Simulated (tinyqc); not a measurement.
Inside a calculation (part 1 of 2). Method: RKS/PBE in the sto-3g basis, for H2O, spin multiplicity 1. Computed by tinyqc, a small Python program that keeps every step (integrals from PySCF). Settings: charge = 0, multiplicity = 1, basis = sto-3g, energy threshold = 1e-10, iteration cap = 69, orthogonalisation = symmetric, start = core, DIIS depth = 6, method = RKS, functional = pbe,pbe, grid = [10, 86]. Command: `OMP_NUM_THREADS=1 python tinyqc.py 31674 31675 out.jsonl` (the two numbers bound the seeds that draw the settings). One thread of a shared host (Intel(R) Xeon(R) Processor @ 2.60GHz), about 0.8 s of CPU time with the checks. Later iterations appear only in the table of the cycle.

## One-electron integrals

Geometry (angstrom):
```
atom         x          y         z
O     0.000000   0.000000  0.000000
H     0.000000   0.976000  0.645000
H     0.000000  -0.976000  0.645000
```

Basis sto-3g: exponents (1/bohr^2) and contraction coefficients of normalised primitives:
```
element  l (shell)    exponent  coefficient
O            s (1)  130.709320     0.154329
O            s (1)   23.808861     0.535328
O            s (1)    6.443608     0.444635
O            s (2)    5.033151    -0.099967
O            s (2)    1.169596     0.399513
O            s (2)    0.380389     0.700115
O            p (3)    5.033151     0.155916
O            p (3)    1.169596     0.607684
O            p (3)    0.380389     0.391957
H            s (1)    3.425251     0.154329
H            s (1)    0.623914     0.535328
H            s (1)    0.168855     0.444635
```

Overlap, kinetic and nuclear-attraction integrals over the contracted functions; the nuclear repulsion is the sum of Za Zb / Rab.

nuclear repulsion = 7.50849677 hartree

overlap S:
```
           1O 1s     1O 2s    1O 2px     1O 2py    1O 2pz     2H 1s      3H 1s
1O 1s   1.000000  0.236704  0.000000   0.000000  0.000000  0.032545   0.032545
1O 2s   0.236704  1.000000  0.000000   0.000000  0.000000  0.346774   0.346774
1O 2px  0.000000  0.000000  1.000000   0.000000  0.000000  0.000000   0.000000
1O 2py  0.000000  0.000000  0.000000   1.000000  0.000000  0.261819  -0.261819
1O 2pz  0.000000  0.000000  0.000000   0.000000  1.000000  0.173026   0.173026
2H 1s   0.032545  0.346774  0.000000   0.261819  0.173026  1.000000   0.128922
3H 1s   0.032545  0.346774  0.000000  -0.261819  0.173026  0.128922   1.000000
```

kinetic energy T (hartree):
```
            1O 1s      1O 2s    1O 2px     1O 2py    1O 2pz      2H 1s      3H 1s
1O 1s   29.003200  -0.168011  0.000000   0.000000  0.000000  -0.008922  -0.008922
1O 2s   -0.168011   0.808128  0.000000   0.000000  0.000000   0.049067   0.049067
1O 2px   0.000000   0.000000  2.528731   0.000000  0.000000   0.000000   0.000000
1O 2py   0.000000   0.000000  0.000000   2.528731  0.000000   0.123545  -0.123545
1O 2pz   0.000000   0.000000  0.000000   0.000000  2.528731   0.081646   0.081646
2H 1s   -0.008922   0.049067  0.000000   0.123545  0.081646   0.760032  -0.009459
3H 1s   -0.008922   0.049067  0.000000  -0.123545  0.081646  -0.009459   0.760032
```

nuclear attraction V (hartree):
```
             1O 1s      1O 2s     1O 2px     1O 2py     1O 2pz      2H 1s      3H 1s
1O 1s   -61.523130  -7.397220   0.000000   0.000000  -0.011460  -1.040270  -1.040270
1O 2s    -7.397220  -9.953719   0.000000   0.000000  -0.141578  -2.601996  -2.601996
1O 2px    0.000000   0.000000  -9.829359   0.000000   0.000000   0.000000   0.000000
1O 2py    0.000000   0.000000   0.000000  -9.936359   0.000000  -1.723046   1.723046
1O 2pz   -0.011460  -0.141578   0.000000   0.000000  -9.876090  -1.170777  -1.170777
2H 1s    -1.040270  -2.601996   0.000000  -1.723046  -1.170777  -5.059390  -0.741368
3H 1s    -1.040270  -2.601996   0.000000   1.723046  -1.170777  -0.741368  -5.059390
```

core Hamiltonian H = T + V (hartree):
```
             1O 1s      1O 2s     1O 2px     1O 2py     1O 2pz      2H 1s      3H 1s
1O 1s   -32.519930  -7.565231   0.000000   0.000000  -0.011460  -1.049192  -1.049192
1O 2s    -7.565231  -9.145591   0.000000   0.000000  -0.141578  -2.552929  -2.552929
1O 2px    0.000000   0.000000  -7.300628   0.000000   0.000000   0.000000   0.000000
1O 2py    0.000000   0.000000   0.000000  -7.407627   0.000000  -1.599500   1.599500
1O 2pz   -0.011460  -0.141578   0.000000   0.000000  -7.347359  -1.089130  -1.089130
2H 1s    -1.049192  -2.552929   0.000000  -1.599500  -1.089130  -4.299358  -0.750827
3H 1s    -1.049192  -2.552929   0.000000   1.599500  -1.089130  -0.750827  -4.299358
```

## Two-electron integrals

Functions are numbered as in S; the eight-fold symmetry (ij|kl) = (ji|kl) = (kl|ij) leaves the list below.

Two-electron integrals (ij|kl) in chemists' order, unique and non-zero (hartree):
```
(11|11) 4.785065    (21|11) 0.741380    (21|21) 0.136873    (22|11) 1.118947
(22|21) 0.256633    (22|22) 0.817206    (31|31) 0.024477    (32|31) 0.037809
(32|32) 0.180518    (33|11) 1.115814    (33|21) 0.256684    (33|22) 0.817023
(33|33) 0.880159    (41|41) 0.024477    (42|41) 0.037809    (42|42) 0.180518
(43|43) 0.047444    (44|11) 1.115814    (44|21) 0.256684    (44|22) 0.817023
(44|33) 0.785270    (44|44) 0.880159    (51|51) 0.024477    (52|51) 0.037809
(52|52) 0.180518    (53|53) 0.047444    (54|54) 0.047444    (55|11) 1.115814
(55|21) 0.256684    (55|22) 0.817023    (55|33) 0.785270    (55|44) 0.785270
(55|55) 0.880159    (61|11) 0.103083    (61|21) 0.018890    (61|22) 0.035256
(61|33) 0.035188    (61|41) 0.000715    (61|42) 0.001350    (61|44) 0.035335
(61|51) 0.000472    (61|52) 0.000892    (61|54) 0.000097    (61|55) 0.035252
(61|61) 0.002640    (62|11) 0.275561    (62|21) 0.064103    (62|22) 0.229084
(62|33) 0.225017    (62|41) 0.004013    (62|42) 0.031939    (62|44) 0.233351
(62|51) 0.002652    (62|52) 0.021107    (62|54) 0.005508    (62|55) 0.228657
(62|61) 0.009037    (62|62) 0.082607    (63|31) 0.006398    (63|32) 0.038358
(63|43) 0.006463    (63|53) 0.004271    (63|63) 0.011192    (64|11) 0.174388
(64|21) 0.041060    (64|22) 0.156675    (64|33) 0.149736    (64|41) 0.008633
(64|42) 0.058797    (64|44) 0.168028    (64|51) 0.001477    (64|52) 0.013507
(64|54) 0.007817    (64|55) 0.152080    (64|61) 0.006018    (64|62) 0.068700
(64|64) 0.067684    (65|11) 0.115246    (65|21) 0.027135    (65|22) 0.103540
(65|33) 0.098955    (65|41) 0.001477    (65|42) 0.013507    (65|44) 0.102501
(65|51) 0.007374    (65|52) 0.047284    (65|54) 0.008806    (65|55) 0.109045
(65|61) 0.003977    (65|62) 0.045401    (65|64) 0.037333    (65|65) 0.035864
(66|11) 0.444959    (66|21) 0.105159    (66|22) 0.432959    (66|33) 0.416410
(66|41) 0.007809    (66|42) 0.087686    (66|44) 0.450601    (66|51) 0.005161
(66|52) 0.057948    (66|54) 0.022596    (66|55) 0.431342    (66|61) 0.014917
(66|62) 0.205328    (66|64) 0.194929    (66|65) 0.128821    (66|66) 0.774606
(71|11) 0.103083    (71|21) 0.018890    (71|22) 0.035256    (71|33) 0.035188
(71|41) -0.000715   (71|42) -0.001350   (71|44) 0.035335    (71|51) 0.000472
(71|52) 0.000892    (71|54) -0.000097   (71|55) 0.035252    (71|61) 0.002595
(71|62) 0.008722    (71|64) 0.005362    (71|65) 0.003843    (71|66) 0.014282
(71|71) 0.002640    (72|11) 0.275561    (72|21) 0.064103    (72|22) 0.229084
(72|33) 0.225017    (72|41) -0.004013   (72|42) -0.031939   (72|44) 0.233351
(72|51) 0.002652    (72|52) 0.021107    (72|54) -0.005508   (72|55) 0.228657
(72|61) 0.008722    (72|62) 0.063761    (72|64) 0.037214    (72|65) 0.033952
(72|66) 0.125472    (72|71) 0.009037    (72|72) 0.082607    (73|31) 0.006398
(73|32) 0.038358    (73|43) -0.006463   (73|53) 0.004271    (73|63) 0.008256
(73|73) 0.011192    (74|11) -0.174388   (74|21) -0.041060   (74|22) -0.156675
(74|33) -0.149736   (74|41) 0.008633    (74|42) 0.058797    (74|44) -0.168028
(74|51) -0.001477   (74|52) -0.013507   (74|54) 0.007817    (74|55) -0.152080
(74|61) -0.005362   (74|62) -0.037214   (74|64) -0.014003   (74|65) -0.019462
(74|66) -0.068077   (74|71) -0.006018   (74|72) -0.068700   (74|74) 0.067684
(75|11) 0.115246    (75|21) 0.027135    (75|22) 0.103540    (75|33) 0.098955
(75|41) -0.001477   (75|42) -0.013507   (75|44) 0.102501    (75|51) 0.007374
(75|52) 0.047284    (75|54) -0.008806   (75|55) 0.109045    (75|61) 0.003843
(75|62) 0.033952    (75|64) 0.019462    (75|65) 0.026069    (75|66) 0.072449
(75|71) 0.003977    (75|72) 0.045401    (75|74) -0.037333   (75|75) 0.035864
(76|11) 0.074479    (76|21) 0.017480    (76|22) 0.067696    (76|33) 0.066216
(76|44) 0.067734    (76|51) 0.001143    (76|52) 0.010829    (76|55) 0.069063
(76|61) 0.002432    (76|62) 0.023782    (76|64) 0.017316    (76|65) 0.014735
(76|66) 0.061156    (76|71) 0.002432    (76|72) 0.023782    (76|74) -0.017316
(76|75) 0.014735    (76|76) 0.008638    (77|11) 0.444959    (77|21) 0.105159
(77|22) 0.432959    (77|33) 0.416410    (77|41) -0.007809   (77|42) -0.087686
(77|44) 0.450601    (77|51) 0.005161    (77|52) 0.057948    (77|54) -0.022596
(77|55) 0.431342    (77|61) 0.014282    (77|62) 0.125472    (77|64) 0.068077
(77|65) 0.072449    (77|66) 0.270001    (77|71) 0.014917    (77|72) 0.205328
(77|74) -0.194929   (77|75) 0.128821    (77|76) 0.061156    (77|77) 0.774606
```

## Orthogonalisation

S = U s U^T; symmetric (Loewdin) form X = U s^(-1/2) U^T, so that X^T S X = 1.

eigenvalues of S: 0.478179  0.559702  0.894424  1.000000  1.091610  1.311376  1.664709

X:
```
            1O 1s      1O 2s    1O 2px     1O 2py     1O 2pz      2H 1s      3H 1s
1O 1s    1.023388  -0.134399  0.000000   0.000000  -0.005680   0.017700   0.017700
1O 2s   -0.134399   1.129179  0.000000   0.000000   0.052252  -0.196117  -0.196117
1O 2px   0.000000   0.000000  1.000000   0.000000   0.000000   0.000000   0.000000
1O 2py   0.000000   0.000000  0.000000   1.065213   0.000000  -0.161414   0.161414
1O 2pz  -0.005680   0.052252  0.000000   0.000000   1.025456  -0.095916  -0.095916
2H 1s    0.017700  -0.196117  0.000000  -0.161414  -0.095916   1.101169  -0.043525
3H 1s    0.017700  -0.196117  0.000000   0.161414  -0.095916  -0.043525   1.101169
```

## Starting guess

The start is the orbitals of the core Hamiltonian; D = 2 C_occ C_occ^T.

D at the start:
```
            1O 1s      1O 2s    1O 2px     1O 2py     1O 2pz      2H 1s      3H 1s
1O 1s    2.128178  -0.557416  0.000000   0.000000  -0.029192   0.059607   0.059607
1O 2s   -0.557416   2.420141  0.000000   0.000000   0.165826  -0.253401  -0.253401
1O 2px   0.000000   0.000000  2.000000   0.000000   0.000000   0.000000   0.000000
1O 2py   0.000000   0.000000  0.000000   2.226465   0.000000  -0.271191   0.271191
1O 2pz  -0.029192   0.165826  0.000000   0.000000   2.088507  -0.161308  -0.161308
2H 1s    0.059607  -0.253401  0.000000  -0.271191  -0.161308   0.069541   0.003477
3H 1s    0.059607  -0.253401  0.000000   0.271191  -0.161308   0.003477   0.069541
```

## Iteration 1: exchange-correlation on the grid

Becke grid with 10 radial and 86 angular points per atom, points of zero weight dropped. rho = sum D_ij phi_i phi_j; V_xc,ij = sum w v_xc phi_i phi_j plus the gradient terms; v_xc is d(rho eps)/d rho at fixed gradient.

The 12 grid points with the largest w rho, of 2580 (bohr, atomic units):
```
x                  y          z         w       rho  |grad rho|^2     eps_xc       v_xc
-0.225117  -0.826763  -0.826763  0.135175  0.349912      0.967762  -0.597820  -0.730561
0.225117   -0.826763  -0.826763  0.135175  0.349912      0.967762  -0.597820  -0.730561
-0.225117   0.826763  -0.826763  0.135175  0.349912      0.967762  -0.597820  -0.730561
0.225117    0.826763  -0.826763  0.135175  0.349912      0.967762  -0.597820  -0.730561
0.687448    0.687448  -0.687448  0.136026  0.347150      0.951613  -0.596412  -0.728627
-0.687448  -0.687448  -0.687448  0.136026  0.347150      0.951613  -0.596412  -0.728627
-0.687448   0.687448  -0.687448  0.136026  0.347150      0.951613  -0.596412  -0.728627
0.687448   -0.687448  -0.687448  0.136026  0.347150      0.951613  -0.596412  -0.728627
-1.104167   0.000000   0.445609  0.134379  0.350314      0.985485  -0.598361  -0.730231
1.104167    0.000000   0.445609  0.134379  0.350314      0.985485  -0.598361  -0.730231
-0.826763   0.225117   0.826763  0.132564  0.352509      1.031246  -0.600183  -0.730488
-0.826763  -0.225117   0.826763  0.132564  0.352509      1.031246  -0.600183  -0.730488
```

electrons on the grid, sum of w rho = 9.980551

E_xc = sum of w rho eps_xc = -10.06240300 hartree

V_xc (hartree):
```
            1O 1s      1O 2s     1O 2px     1O 2py     1O 2pz      2H 1s      3H 1s
1O 1s   -3.022913  -0.428876   0.000000   0.000000  -0.000843  -0.060226  -0.060226
1O 2s   -0.428876  -0.843874   0.000000   0.000000   0.000281  -0.202057  -0.202057
1O 2px   0.000000   0.000000  -0.842859   0.000000   0.000000   0.000000   0.000000
1O 2py   0.000000   0.000000   0.000000  -0.840173   0.000000  -0.124748   0.124748
1O 2pz  -0.000843   0.000281   0.000000   0.000000  -0.841288  -0.082296  -0.082296
2H 1s   -0.060226  -0.202057   0.000000  -0.124748  -0.082296  -0.233913  -0.048311
3H 1s   -0.060226  -0.202057   0.000000   0.124748  -0.082296  -0.048311  -0.233913
```

## Iteration 1: building the Kohn-Sham matrix

J_ij = sum D_kl (ij|kl); F = H + J + V_xc; E = tr D H + tr D J / 2 + E_xc + E_nn.

Coulomb J (hartree):
```
            1O 1s      1O 2s    1O 2px     1O 2py     1O 2pz     2H 1s      3H 1s
1O 1s   18.655440   3.559467  0.000000   0.000000   0.002901  0.491561   0.491561
1O 2s    3.559467   8.832575  0.000000   0.000000  -0.000546  2.391434   2.391434
1O 2px   0.000000   0.000000  8.826948   0.000000   0.000000  0.000000   0.000000
1O 2py   0.000000   0.000000  0.000000   8.822660   0.000000  1.603583  -1.603583
1O 2pz   0.002901  -0.000546  0.000000   0.000000   8.824716  1.058742   1.058742
2H 1s    0.491561   2.391434  0.000000   1.603583   1.058742  4.334703   0.690603
3H 1s    0.491561   2.391434  0.000000  -1.603583   1.058742  0.690603   4.334703
```

Kohn-Sham matrix F (hartree):
```
             1O 1s      1O 2s    1O 2px     1O 2py     1O 2pz      2H 1s      3H 1s
1O 1s   -16.887403  -4.434639  0.000000   0.000000  -0.009402  -0.617856  -0.617856
1O 2s    -4.434639  -1.156890  0.000000   0.000000  -0.141844  -0.363553  -0.363553
1O 2px    0.000000   0.000000  0.683462   0.000000   0.000000   0.000000   0.000000
1O 2py    0.000000   0.000000  0.000000   0.574860   0.000000  -0.120666   0.120666
1O 2pz   -0.009402  -0.141844  0.000000   0.000000   0.636070  -0.112684  -0.112684
2H 1s    -0.617856  -0.363553  0.000000  -0.120666  -0.112684  -0.198568  -0.108534
3H 1s    -0.617856  -0.363553  0.000000   0.120666  -0.112684  -0.108534  -0.198568
```

total energy of this density = -73.41719958 hartree

## Iteration 1: diagonalisation and new density

Diagonalise F' = X^T F X, C = X C', fill 5 alpha and 5 beta electrons from the bottom; D = 2 C_occ C_occ^T. Each column has its largest component positive (the first on a tie).

F' = X^T F X (hartree):
```
            1          2         3          4          5          6          7
1  -16.529090  -2.486285  0.000000   0.000000  -0.020007  -0.056142  -0.056142
2   -2.486285  -0.211099  0.000000   0.000000  -0.047021  -0.212452  -0.212452
3    0.000000   0.000000  0.683462   0.000000   0.000000   0.000000   0.000000
4    0.000000   0.000000  0.000000   0.730578   0.000000  -0.235627   0.235627
5   -0.020007  -0.047021  0.000000   0.000000   0.697328  -0.150081  -0.150081
6   -0.056142  -0.212452  0.000000  -0.235627  -0.150081  -0.039087  -0.040250
7   -0.056142  -0.212452  0.000000   0.235627  -0.150081  -0.040250  -0.039087
```

orbital energies (hartree): MO1 -16.900446, MO2 -0.309169, MO3 -0.128145, MO4 0.334251, MO5 0.683462, MO6 0.753165, MO7 0.859886

coefficients C:
```
              MO1        MO2        MO3        MO4       MO5        MO6        MO7
1O 1s    0.992521  -0.135292   0.000000  -0.248731  0.000000  -0.027818   0.000000
1O 2s    0.031656   0.375161   0.000000   1.093417  0.000000   0.188295   0.000000
1O 2px   0.000000   0.000000   0.000000   0.000000  1.000000   0.000000   0.000000
1O 2py   0.000000   0.000000   0.172545   0.000000  0.000000   0.000000   1.075647
1O 2pz   0.002742   0.117339   0.000000  -0.078956  0.000000   1.026018   0.000000
2H 1s   -0.006094   0.498153   0.696204  -0.517795  0.000000  -0.301622  -0.443303
3H 1s   -0.006094   0.498153  -0.696204  -0.517795  0.000000  -0.301622   0.443303
```

D after iteration 1:
```
            1O 1s      1O 2s    1O 2px     1O 2py     1O 2pz      2H 1s      3H 1s
1O 1s    2.130540  -0.582608  0.000000   0.000000   0.012971   0.110694   0.110694
1O 2s   -0.582608   2.674616  0.000000   0.000000  -0.084449  -0.758942  -0.758942
1O 2px   0.000000   0.000000  2.000000   0.000000   0.000000   0.000000   0.000000
1O 2py   0.000000   0.000000  0.000000   0.059543   0.000000   0.240252  -0.240252
1O 2pz   0.012971  -0.084449  0.000000   0.000000   0.040020   0.198639   0.198639
2H 1s    0.110694  -0.758942  0.000000   0.240252   0.198639   2.002009   0.063209
3H 1s    0.110694  -0.758942  0.000000  -0.240252   0.198639   0.063209   2.002009
```

## Iteration 2: exchange-correlation on the grid

As before.

The 12 grid points with the largest w rho, of 2580 (bohr, atomic units):
```
x                  y          z         w       rho  |grad rho|^2     eps_xc       v_xc
-1.190694   0.000000   0.000000  0.131631  0.346867      0.960802  -0.596510  -0.727987
1.190694    0.000000   0.000000  0.131631  0.346867      0.960802  -0.596510  -0.727987
-1.104167   0.000000  -0.445609  0.134747  0.316394      0.822741  -0.581350  -0.704321
1.104167    0.000000  -0.445609  0.134747  0.316394      0.822741  -0.581350  -0.704321
-1.104167   0.445609   0.000000  0.134101  0.313708      0.802194  -0.579721  -0.702594
1.104167   -0.445609   0.000000  0.134101  0.313708      0.802194  -0.579721  -0.702594
-1.104167  -0.445609   0.000000  0.134101  0.313708      0.802194  -0.579721  -0.702594
1.104167    0.445609   0.000000  0.134101  0.313708      0.802194  -0.579721  -0.702594
1.104167    0.000000   0.445609  0.134379  0.309091      0.782631  -0.577341  -0.698833
-1.104167   0.000000   0.445609  0.134379  0.309091      0.782631  -0.577341  -0.698833
-1.015089   0.440084  -0.440084  0.126633  0.283974      0.682380  -0.564114  -0.677476
1.015089   -0.440084  -0.440084  0.126633  0.283974      0.682380  -0.564114  -0.677476
```

electrons on the grid, sum of w rho = 9.948622

E_xc = sum of w rho eps_xc = -8.72557418 hartree

V_xc (hartree):
```
            1O 1s      1O 2s     1O 2px     1O 2py     1O 2pz      2H 1s      3H 1s
1O 1s   -2.985268  -0.403948   0.000000   0.000000   0.000391  -0.056660  -0.056660
1O 2s   -0.403948  -0.714391   0.000000   0.000000  -0.008823  -0.203842  -0.203842
1O 2px   0.000000   0.000000  -0.774922   0.000000   0.000000   0.000000   0.000000
1O 2py   0.000000   0.000000   0.000000  -0.687890   0.000000  -0.146587   0.146587
1O 2pz   0.000391  -0.008823   0.000000   0.000000  -0.671299  -0.099236  -0.099236
2H 1s   -0.056660  -0.203842   0.000000  -0.146587  -0.099236  -0.535410  -0.060095
3H 1s   -0.056660  -0.203842   0.000000   0.146587  -0.099236  -0.060095  -0.535410
```

## Iteration 2: building the Kohn-Sham matrix

As before.

Coulomb J (hartree):
```
            1O 1s     1O 2s    1O 2px     1O 2py    1O 2pz     2H 1s      3H 1s
1O 1s   15.925686  2.943425  0.000000   0.000000  0.014495  0.407202   0.407202
1O 2s    2.943425  7.281166  0.000000   0.000000  0.190755  2.124146   2.124146
1O 2px   0.000000  0.000000  7.332606   0.000000  0.000000  0.000000   0.000000
1O 2py   0.000000  0.000000  0.000000   7.280733  0.000000  1.488361  -1.488361
1O 2pz   0.014495  0.190755  0.000000   0.000000  7.206024  1.029415   1.029415
2H 1s    0.407202  2.124146  0.000000   1.488361  1.029415  4.660458   0.659996
3H 1s    0.407202  2.124146  0.000000  -1.488361  1.029415  0.659996   4.660458
```

Kohn-Sham matrix F (hartree):
```
             1O 1s      1O 2s     1O 2px     1O 2py     1O 2pz      2H 1s      3H 1s
1O 1s   -19.579513  -5.025754   0.000000   0.000000   0.003426  -0.698650  -0.698650
1O 2s    -5.025754  -2.578816   0.000000   0.000000   0.040354  -0.632625  -0.632625
1O 2px    0.000000   0.000000  -0.742944   0.000000   0.000000   0.000000   0.000000
1O 2py    0.000000   0.000000   0.000000  -0.814784   0.000000  -0.257726   0.257726
1O 2pz    0.003426   0.040354   0.000000   0.000000  -0.812633  -0.158951  -0.158951
2H 1s    -0.698650  -0.632625   0.000000  -0.257726  -0.158951  -0.174310  -0.150926
3H 1s    -0.698650  -0.632625   0.000000   0.257726  -0.158951  -0.150926  -0.174310
```

total energy of this density = -73.86010924 hartree
